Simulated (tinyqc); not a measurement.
Worked calculation (part 1 of 2): UHF in the sto-3g basis, for BH, spin multiplicity 1. This run ends on a higher stationary point, not on the lowest solution. Computed by tinyqc, a small Python program that keeps every step (integrals from PySCF). Settings: charge = 0, multiplicity = 1, basis = sto-3g, energy threshold = 1e-08, iteration cap = 57, orthogonalisation = symmetric, start = Wolfsberg-Helmholz matrix, DIIS depth = 4, method = UHF, break = 0.2. Command: `OMP_NUM_THREADS=1 python tinyqc.py 27311 27312 out.jsonl` (the two numbers bound the seeds that draw the settings). One thread of a shared host (Intel(R) Xeon(R) Processor @ 2.60GHz), about 0.1 s of CPU time with the checks. Later iterations appear only in the table of the cycle.

## One-electron integrals

Geometry (angstrom):
```
atom         x         y         z
B     0.000000  0.000000  0.000000
H     0.000000  0.000000  1.564000
```

Basis sto-3g: exponents (1/bohr^2) and contraction coefficients of normalised primitives:
```
element  l (shell)   exponent  coefficient
B            s (1)  48.791113     0.154329
B            s (1)   8.887362     0.535328
B            s (1)   2.405267     0.444635
B            s (2)   2.236956    -0.099967
B            s (2)   0.519821     0.399513
B            s (2)   0.169062     0.700115
B            p (3)   2.236956     0.155916
B            p (3)   0.519821     0.607684
B            p (3)   0.169062     0.391957
H            s (1)   3.425251     0.154329
H            s (1)   0.623914     0.535328
H            s (1)   0.168855     0.444635
```

Overlap, kinetic and nuclear-attraction integrals over the contracted functions; the nuclear repulsion is the sum of Za Zb / Rab.

nuclear repulsion = 1.69174300 hartree

overlap S:
```
           1B 1s     1B 2s    1B 2px    1B 2py    1B 2pz     2H 1s
1B 1s   1.000000  0.269328  0.000000  0.000000  0.000000  0.028810
1B 2s   0.269328  1.000000  0.000000  0.000000  0.000000  0.303452
1B 2px  0.000000  0.000000  1.000000  0.000000  0.000000  0.000000
1B 2py  0.000000  0.000000  0.000000  1.000000  0.000000  0.000000
1B 2pz  0.000000  0.000000  0.000000  0.000000  1.000000  0.350296
2H 1s   0.028810  0.303452  0.000000  0.000000  0.350296  1.000000
```

kinetic energy T (hartree):
```
            1B 1s      1B 2s    1B 2px    1B 2py    1B 2pz      2H 1s
1B 1s   10.826302  -0.047967  0.000000  0.000000  0.000000  -0.008362
1B 2s   -0.047967   0.359168  0.000000  0.000000  0.000000   0.021793
1B 2px   0.000000   0.000000  1.123881  0.000000  0.000000   0.000000
1B 2py   0.000000   0.000000  0.000000  1.123881  0.000000   0.000000
1B 2pz   0.000000   0.000000  0.000000  0.000000  1.123881   0.087156
2H 1s   -0.008362   0.021793  0.000000  0.000000  0.087156   0.760032
```

nuclear attraction V (hartree):
```
             1B 1s      1B 2s     1B 2px     1B 2py     1B 2pz      2H 1s
1B 1s   -23.485737  -3.230489   0.000000   0.000000  -0.010758  -0.347468
1B 2s    -3.230489  -4.107401   0.000000   0.000000  -0.105297  -1.006628
1B 2px    0.000000   0.000000  -4.054144   0.000000   0.000000   0.000000
1B 2py    0.000000   0.000000   0.000000  -4.054144   0.000000   0.000000
1B 2pz   -0.010758  -0.105297   0.000000   0.000000  -4.122491  -1.092698
2H 1s    -0.347468  -1.006628   0.000000   0.000000  -1.092698  -2.913173
```

core Hamiltonian H = T + V (hartree):
```
             1B 1s      1B 2s     1B 2px     1B 2py     1B 2pz      2H 1s
1B 1s   -12.659435  -3.278456   0.000000   0.000000  -0.010758  -0.355831
1B 2s    -3.278456  -3.748233   0.000000   0.000000  -0.105297  -0.984835
1B 2px    0.000000   0.000000  -2.930264   0.000000   0.000000   0.000000
1B 2py    0.000000   0.000000   0.000000  -2.930264   0.000000   0.000000
1B 2pz   -0.010758  -0.105297   0.000000   0.000000  -2.998610  -1.005542
2H 1s    -0.355831  -0.984835   0.000000   0.000000  -1.005542  -2.153141
```

## Two-electron integrals

Functions are numbered as in S; the eight-fold symmetry (ij|kl) = (ji|kl) = (kl|ij) leaves the list below.

Two-electron integrals (ij|kl) in chemists' order, unique and non-zero (hartree):
```
(11|11) 2.923513   (21|11) 0.518376   (21|21) 0.109262   (22|11) 0.744229
(22|21) 0.193177   (22|22) 0.544804   (31|31) 0.020264   (32|31) 0.029996
(32|32) 0.120346   (33|11) 0.742491   (33|21) 0.193240   (33|22) 0.544682
(33|33) 0.586773   (41|41) 0.020264   (42|41) 0.029996   (42|42) 0.120346
(43|43) 0.031630   (44|11) 0.742491   (44|21) 0.193240   (44|22) 0.544682
(44|33) 0.523513   (44|44) 0.586773   (51|51) 0.020264   (52|51) 0.029996
(52|52) 0.120346   (53|53) 0.031630   (54|54) 0.031630   (55|11) 0.742491
(55|21) 0.193240   (55|22) 0.544682   (55|33) 0.523513   (55|44) 0.523513
(55|55) 0.586773   (61|11) 0.055166   (61|21) 0.011591   (61|22) 0.020584
(61|33) 0.020497   (61|44) 0.020497   (61|51) 0.000805   (61|52) 0.001502
(61|55) 0.020770   (61|61) 0.001265   (62|11) 0.159180   (62|21) 0.042111
(62|22) 0.134277   (62|33) 0.130232   (62|44) 0.130232   (62|51) 0.004567
(62|52) 0.030138   (62|55) 0.142228   (62|61) 0.004764   (62|62) 0.050037
(63|31) 0.003811   (63|32) 0.018751   (63|53) 0.005331   (63|63) 0.004844
(64|41) 0.003811   (64|42) 0.018751   (64|54) 0.005331   (64|64) 0.004844
(65|11) 0.160742   (65|21) 0.043027   (65|22) 0.144606   (65|33) 0.137187
(65|44) 0.137187   (65|51) 0.007688   (65|52) 0.047563   (65|55) 0.159275
(65|61) 0.005049   (65|62) 0.062625   (65|65) 0.081623   (66|11) 0.337186
(66|21) 0.090720   (66|22) 0.328499   (66|33) 0.310745   (66|44) 0.310745
(66|51) 0.010408   (66|52) 0.094261   (66|55) 0.363513   (66|61) 0.010351
(66|62) 0.166787   (66|65) 0.224909   (66|66) 0.774606
```

## Orthogonalisation

S = U s U^T; symmetric (Loewdin) form X = U s^(-1/2) U^T, so that X^T S X = 1.

eigenvalues of S: 0.508305  0.801065  1.000000  1.000000  1.177250  1.513380

X:
```
            1B 1s      1B 2s    1B 2px    1B 2py     1B 2pz      2H 1s
1B 1s    1.029668  -0.147198  0.000000  0.000000  -0.006721   0.021073
1B 2s   -0.147198   1.072857  0.000000  0.000000   0.049218  -0.181792
1B 2px   0.000000   0.000000  1.000000  0.000000   0.000000   0.000000
1B 2py   0.000000   0.000000  0.000000  1.000000   0.000000   0.000000
1B 2pz  -0.006721   0.049218  0.000000  0.000000   1.054911  -0.203889
2H 1s    0.021073  -0.181792  0.000000  0.000000  -0.203889   1.096995
```

## Starting guess

The start is the generalised Wolfsberg-Helmholz matrix (K = 1.75) built on H, with HOMO and LUMO mixed by +/-0.2 rad for the two spins; D(s) = C_occ C_occ^T for each spin.

D(alpha) at the start:
```
            1B 1s      1B 2s     1B 2px     1B 2py     1B 2pz      2H 1s
1B 1s    0.990770  -0.007272   0.000000   0.000000  -0.086361  -0.070449
1B 2s   -0.007272   0.172778   0.000000   0.000000   0.258222   0.169138
1B 2px   0.000000   0.000000   0.000009  -0.002917   0.000000   0.000000
1B 2py   0.000000   0.000000  -0.002917   0.999991   0.000000   0.000000
1B 2pz  -0.086361   0.258222   0.000000   0.000000   0.391675   0.257609
2H 1s   -0.070449   0.169138   0.000000   0.000000   0.257609   0.169624
```

D(beta) at the start:
```
            1B 1s      1B 2s     1B 2px     1B 2py     1B 2pz      2H 1s
1B 1s    0.990770  -0.007272   0.000000   0.000000  -0.086361  -0.070449
1B 2s   -0.007272   0.172778   0.000000   0.000000   0.258222   0.169138
1B 2px   0.000000   0.000000   0.153745  -0.360704   0.000000   0.000000
1B 2py   0.000000   0.000000  -0.360704   0.846255   0.000000   0.000000
1B 2pz  -0.086361   0.258222   0.000000   0.000000   0.391675   0.257609
2H 1s   -0.070449   0.169138   0.000000   0.000000   0.257609   0.169624
```

## Iteration 1: building the Fock matrix

J_ij = sum D_kl (ij|kl) with D = D(alpha) + D(beta), K_ij = sum D_kl (ik|jl) for each spin; F = H + J - K(s); E = tr D H + tr D J / 2 - 0.5 sum_s tr D(s) K(s) + E_nn.

Coulomb J (hartree):
```
           1B 1s     1B 2s     1B 2px     1B 2py    1B 2pz     2H 1s
1B 1s   8.473937  1.728950   0.000000   0.000000  0.038298  0.186209
1B 2s   1.728950  3.518895   0.000000   0.000000  0.214897  0.915651
1B 2px  0.000000  0.000000   3.449836  -0.023002  0.000000  0.000000
1B 2py  0.000000  0.000000  -0.023002   3.556902  0.000000  0.000000
1B 2pz  0.038298  0.214897   0.000000   0.000000  3.538364  1.014202
2H 1s   0.186209  0.915651   0.000000   0.000000  1.014202  2.383498
```

exchange K(alpha) (hartree):
```
            1B 1s     1B 2s     1B 2px     1B 2py     1B 2pz     2H 1s
1B 1s    2.932846  0.583452   0.000000   0.000000  -0.003890  0.063896
1B 2s    0.583452  0.430561   0.000000   0.000000   0.238163  0.238890
1B 2px   0.000000  0.000000   0.093831  -0.001619   0.000000  0.000000
1B 2py   0.000000  0.000000  -0.001619   0.648964   0.000000  0.000000
1B 2pz  -0.003890  0.238163   0.000000   0.000000   0.412800  0.298494
2H 1s    0.063896  0.238890   0.000000   0.000000   0.298494  0.380344
```

exchange K(beta) (hartree):
```
            1B 1s     1B 2s     1B 2px     1B 2py     1B 2pz     2H 1s
1B 1s    2.932846  0.583452   0.000000   0.000000  -0.003890  0.063896
1B 2s    0.583452  0.430561   0.000000   0.000000   0.238163  0.238890
1B 2px   0.000000  0.000000   0.179176  -0.200242   0.000000  0.000000
1B 2py   0.000000  0.000000  -0.200242   0.563618   0.000000  0.000000
1B 2pz  -0.003890  0.238163   0.000000   0.000000   0.412800  0.298494
2H 1s    0.063896  0.238890   0.000000   0.000000   0.298494  0.380344
```

F(alpha) (hartree):
```
            1B 1s      1B 2s     1B 2px     1B 2py     1B 2pz      2H 1s
1B 1s   -7.118343  -2.132958   0.000000   0.000000   0.031430  -0.233518
1B 2s   -2.132958  -0.659898   0.000000   0.000000  -0.128563  -0.308074
1B 2px   0.000000   0.000000   0.425741  -0.021383   0.000000   0.000000
1B 2py   0.000000   0.000000  -0.021383  -0.022326   0.000000   0.000000
1B 2pz   0.031430  -0.128563   0.000000   0.000000   0.126953  -0.289834
2H 1s   -0.233518  -0.308074   0.000000   0.000000  -0.289834  -0.149986
```

F(beta) (hartree):
```
            1B 1s      1B 2s    1B 2px    1B 2py     1B 2pz      2H 1s
1B 1s   -7.118343  -2.132958  0.000000  0.000000   0.031430  -0.233518
1B 2s   -2.132958  -0.659898  0.000000  0.000000  -0.128563  -0.308074
1B 2px   0.000000   0.000000  0.340396  0.177240   0.000000   0.000000
1B 2py   0.000000   0.000000  0.177240  0.063019   0.000000   0.000000
1B 2pz   0.031430  -0.128563  0.000000  0.000000   0.126953  -0.289834
2H 1s   -0.233518  -0.308074  0.000000  0.000000  -0.289834  -0.149986
```

total energy of this density = -24.20036349 hartree

## Iteration 1: diagonalisation and new density

Diagonalise F' = X^T F X, C = X C', fill 3 alpha and 3 beta electrons from the bottom; D(s) = C_occ C_occ^T. Each column has its largest component positive (the first on a tie).

F' = X^T F X (alpha) (hartree):
```
           1          2          3          4          5          6
1  -6.923611  -1.186778   0.000000   0.000000   0.030382   0.010284
2  -1.186778  -0.145931   0.000000   0.000000  -0.039385  -0.256179
3   0.000000   0.000000   0.425741  -0.021383   0.000000   0.000000
4   0.000000   0.000000  -0.021383  -0.022326   0.000000   0.000000
5   0.030382  -0.039385   0.000000   0.000000   0.250960  -0.337759
6   0.010284  -0.256179   0.000000   0.000000  -0.337759   0.048087
```

orbital energies (alpha) (hartree): MO1 -7.125623, MO2 -0.341965, MO3 -0.023344, MO4 0.161434, MO5 0.426760, MO6 0.535659

coefficients C (alpha):
```
              MO1        MO2       MO3        MO4        MO5        MO6
1B 1s    0.990478  -0.153317  0.000000  -0.260282   0.000000  -0.100366
1B 2s    0.033928   0.447474  0.000000   0.897798   0.000000   0.448034
1B 2px   0.000000   0.000000  0.047561   0.000000   0.998868   0.000000
1B 2py   0.000000   0.000000  0.998868   0.000000  -0.047561   0.000000
1B 2pz  -0.002398   0.354851  0.000000  -0.467528   0.000000   0.901315
2H 1s   -0.004252   0.611890  0.000000  -0.310303   0.000000  -0.898747
```

F' = X^T F X (beta) (hartree):
```
           1          2         3         4          5          6
1  -6.923611  -1.186778  0.000000  0.000000   0.030382   0.010284
2  -1.186778  -0.145931  0.000000  0.000000  -0.039385  -0.256179
3   0.000000   0.000000  0.340396  0.177240   0.000000   0.000000
4   0.000000   0.000000  0.177240  0.063019   0.000000   0.000000
5   0.030382  -0.039385  0.000000  0.000000   0.250960  -0.337759
6   0.010284  -0.256179  0.000000  0.000000  -0.337759   0.048087
```

orbital energies (beta) (hartree): MO1 -7.125623, MO2 -0.341965, MO3 -0.023344, MO4 0.161434, MO5 0.426760, MO6 0.535659

coefficients C (beta):
```
              MO1        MO2        MO3        MO4       MO5        MO6
1B 1s    0.990478  -0.153317   0.000000  -0.260282  0.000000  -0.100366
1B 2s    0.033928   0.447474   0.000000   0.897798  0.000000   0.448034
1B 2px   0.000000   0.000000  -0.438036   0.000000  0.898957   0.000000
1B 2py   0.000000   0.000000   0.898957   0.000000  0.438036   0.000000
1B 2pz  -0.002398   0.354851   0.000000  -0.467528  0.000000   0.901315
2H 1s   -0.004252   0.611890   0.000000  -0.310303  0.000000  -0.898747
```

D(alpha) after iteration 1:
```
            1B 1s      1B 2s    1B 2px    1B 2py     1B 2pz      2H 1s
1B 1s    1.004553  -0.035001  0.000000  0.000000  -0.056780  -0.098025
1B 2s   -0.035001   0.201384  0.000000  0.000000   0.158705   0.273661
1B 2px   0.000000   0.000000  0.002262  0.047507   0.000000   0.000000
1B 2py   0.000000   0.000000  0.047507  0.997738   0.000000   0.000000
1B 2pz  -0.056780   0.158705  0.000000  0.000000   0.125925   0.217140
2H 1s   -0.098025   0.273661  0.000000  0.000000   0.217140   0.374427
```

D(beta) after iteration 1:
```
            1B 1s      1B 2s     1B 2px     1B 2py     1B 2pz      2H 1s
1B 1s    1.004553  -0.035001   0.000000   0.000000  -0.056780  -0.098025
1B 2s   -0.035001   0.201384   0.000000   0.000000   0.158705   0.273661
1B 2px   0.000000   0.000000   0.191875  -0.393776   0.000000   0.000000
1B 2py   0.000000   0.000000  -0.393776   0.808125   0.000000   0.000000
1B 2pz  -0.056780   0.158705   0.000000   0.000000   0.125925   0.217140
2H 1s   -0.098025   0.273661   0.000000   0.000000   0.217140   0.374427
```

## Iteration 2: building the Fock matrix

As before.

Coulomb J (hartree):
```
           1B 1s     1B 2s     1B 2px     1B 2py    1B 2pz     2H 1s
1B 1s   8.317535  1.685988   0.000000   0.000000  0.033595  0.181354
1B 2s   1.685988  3.424672   0.000000   0.000000  0.213886  0.914573
1B 2px  0.000000  0.000000   3.361604  -0.021905  0.000000  0.000000
1B 2py  0.000000  0.000000  -0.021905   3.463560  0.000000  0.000000
1B 2pz  0.033595  0.213886   0.000000   0.000000  3.436978  1.023993
2H 1s   0.181354  0.914573   0.000000   0.000000  1.023993  2.521494
```

exchange K(alpha) (hartree):
```
            1B 1s     1B 2s    1B 2px    1B 2py     1B 2pz     2H 1s
1B 1s    2.941707  0.567059  0.000000  0.000000  -0.003460  0.061267
1B 2s    0.567059  0.438512  0.000000  0.000000   0.200683  0.277181
1B 2px   0.000000  0.000000  0.093005  0.026373   0.000000  0.000000
1B 2py   0.000000  0.000000  0.026373  0.645636   0.000000  0.000000
1B 2pz  -0.003460  0.200683  0.000000  0.000000   0.272268  0.282846
2H 1s    0.061267  0.277181  0.000000  0.000000   0.282846  0.522404
```

exchange K(beta) (hartree):
```
            1B 1s     1B 2s     1B 2px     1B 2py     1B 2pz     2H 1s
1B 1s    2.941707  0.567059   0.000000   0.000000  -0.003460  0.061267
1B 2s    0.567059  0.438512   0.000000   0.000000   0.200683  0.277181
1B 2px   0.000000  0.000000   0.198267  -0.218602   0.000000  0.000000
1B 2py   0.000000  0.000000  -0.218602   0.540374   0.000000  0.000000
1B 2pz  -0.003460  0.200683   0.000000   0.000000   0.272268  0.282846
2H 1s    0.061267  0.277181   0.000000   0.000000   0.282846  0.522404
```

F(alpha) (hartree):
```
            1B 1s      1B 2s     1B 2px     1B 2py     1B 2pz      2H 1s
1B 1s   -7.283606  -2.159527   0.000000   0.000000   0.026298  -0.235744
1B 2s   -2.159527  -0.762073   0.000000   0.000000  -0.092094  -0.347443
1B 2px   0.000000   0.000000   0.338335  -0.048278   0.000000   0.000000
1B 2py   0.000000   0.000000  -0.048278  -0.112340   0.000000   0.000000
1B 2pz   0.026298  -0.092094   0.000000   0.000000   0.166100  -0.264395
2H 1s   -0.235744  -0.347443   0.000000   0.000000  -0.264395  -0.154052
```

F(beta) (hartree):
```
            1B 1s      1B 2s    1B 2px     1B 2py     1B 2pz      2H 1s
1B 1s   -7.283606  -2.159527  0.000000   0.000000   0.026298  -0.235744
1B 2s   -2.159527  -0.762073  0.000000   0.000000  -0.092094  -0.347443
1B 2px   0.000000   0.000000  0.233073   0.196697   0.000000   0.000000
1B 2py   0.000000   0.000000  0.196697  -0.007077   0.000000   0.000000
1B 2pz   0.026298  -0.092094  0.000000   0.000000   0.166100  -0.264395
2H 1s   -0.235744  -0.347443  0.000000   0.000000  -0.264395  -0.154052
```

total energy of this density = -24.36559795 hartree

## Iteration 2: DIIS over 2 matrices

error matrix X^T (FDS - SDF) X (alpha):
```
           1          2         3          4          5          6
1   0.000000  -0.016339  0.000000   0.000000   0.016685   0.012369
2   0.016339   0.000000  0.000000   0.000000  -0.048421  -0.033253
3   0.000000   0.000000  0.000000  -0.026649   0.000000   0.000000
4   0.000000   0.000000  0.026649   0.000000   0.000000   0.000000
5  -0.016685   0.048421  0.000000   0.000000   0.000000   0.040565
6  -0.012369   0.033253  0.000000   0.000000  -0.040565   0.000000
```

B (overlaps of the stored error matrices):
```
               1              2
1  2.4002149e-01  5.1134527e-02
2  5.1134527e-02  2.6017525e-02
```

Minimise |sum c_i e_i|^2 with sum c_i = 1: solve [B -1; -1 0][c; lambda] = [0; -1] with B_ij = tr e_i^T e_j summed over both spins, and take F = sum c_i F_i.

DIIS coefficients: -0.153368  1.153368

extrapolated F(alpha) (hartree):
```
            1B 1s      1B 2s     1B 2px     1B 2py     1B 2pz      2H 1s
1B 1s   -7.308952  -2.163602   0.000000   0.000000   0.025511  -0.236085
1B 2s   -2.163602  -0.777743   0.000000   0.000000  -0.086501  -0.353481
1B 2px   0.000000   0.000000   0.324930  -0.052403   0.000000   0.000000
1B 2py   0.000000   0.000000  -0.052403  -0.126145   0.000000   0.000000
1B 2pz   0.025511  -0.086501   0.000000   0.000000   0.172104  -0.260494
2H 1s   -0.236085  -0.353481   0.000000   0.000000  -0.260494  -0.154675
```

extrapolated F(beta) (hartree):
```
            1B 1s      1B 2s    1B 2px     1B 2py     1B 2pz      2H 1s
1B 1s   -7.308952  -2.163602  0.000000   0.000000   0.025511  -0.236085
1B 2s   -2.163602  -0.777743  0.000000   0.000000  -0.086501  -0.353481
1B 2px   0.000000   0.000000  0.216613   0.199681   0.000000   0.000000
1B 2py   0.000000   0.000000  0.199681  -0.017828   0.000000   0.000000
1B 2pz   0.025511  -0.086501  0.000000   0.000000   0.172104  -0.260494
2H 1s   -0.236085  -0.353481  0.000000   0.000000  -0.260494  -0.154675
```
